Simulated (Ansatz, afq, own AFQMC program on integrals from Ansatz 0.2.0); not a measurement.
# Where AFQMC and coupled cluster stand for BSiH6, doublet

```yaml
atoms:
  - { symbol: B, position_ang: [-2.1315, 0.0000, 0.0000] }
  - { symbol: H, position_ang: [-2.7282, 1.0336, 0.0000] }
  - { symbol: H, position_ang: [-2.7282, -1.0336, 0.0000] }
  - { symbol: H, position_ang: [-0.5485, 0.0000, 0.0000] }
  - { symbol: Si, position_ang: [0.8915, 0.0000, 0.0000] }
  - { symbol: H, position_ang: [1.3415, -1.4163, 0.0000] }
  - { symbol: H, position_ang: [1.3415, 0.7081, -1.2265] }
  - { symbol: H, position_ang: [1.3415, 0.7081, 1.2265] }
```

Basis cc-pVDZ. Noble-gas cores (and the filled d shells of Ga–Kr and In–Xe) are frozen. Ansatz 0.2.0 and our own AFQMC program on the same integrals; the CISD trial comes from CCSD amplitudes, and released means the phaseless constraint is let go. Uncertainties: one standard error, sampling alone.

Determinant: UHF, the one that the program's search chose, which needn't be the lowest solution. The geometry is a point of a scan.

No full CI on the walks' own integrals is used here; CCSDT(Q) serves as the reference and is uncertain by about the last step of the cluster series.

```
T1 diagnostic                               : 0.0128
weight of the determinant in the CISD state : 0.872
⟨S²⟩ of the determinant                     : 0.769
size of the correlated space                : 13 electrons in 56 orbitals
```

```json
{"level": "MP2", "correlation energy (eV)": "-5.3708"}
{"level": "CCSD", "correlation energy (eV)": "-6.7557"}
{"level": "CCSD(T)", "correlation energy (eV)": "-6.8939"}
```

**Question.** Estimate where AFQMC with the constraint released lies against CCSD(T) on the same integrals.

**Answer.** 0.80 ± 0.07 kcal/mol below CCSD(T).

Reference: CCSDT(Q), correlation energy -6.930 eV. The released energy is read at 2.40 1/Eh (meV from the phaseless value at times in 1/Eh: -2.4 ± 1.9 at 0.24, -4.6 ± 1.8 at 0.51, -4.6 ± 1.9 at 0.99, -8.0 ± 2.5 at 1.62, -3 ± 3 at 2.40).

```tsv
level	E − E(reference) (kcal/mol)	share of correlation (%)
CCSD(T)	0.82	99.48
CCSDT	0.10	99.94
ph-AFQMC/CISD	0.10 ± 0.06	99.94
released AFQMC	0.03 ± 0.07	99.98
```

A walk keeps the symmetry of its determinant, which the program's search chose and which needn't be the lowest solution, so a lower state of the same spin and another symmetry isn't excluded. Released energies are given only where the last usable release times agree within the noise; a slower fall can still hide under it.
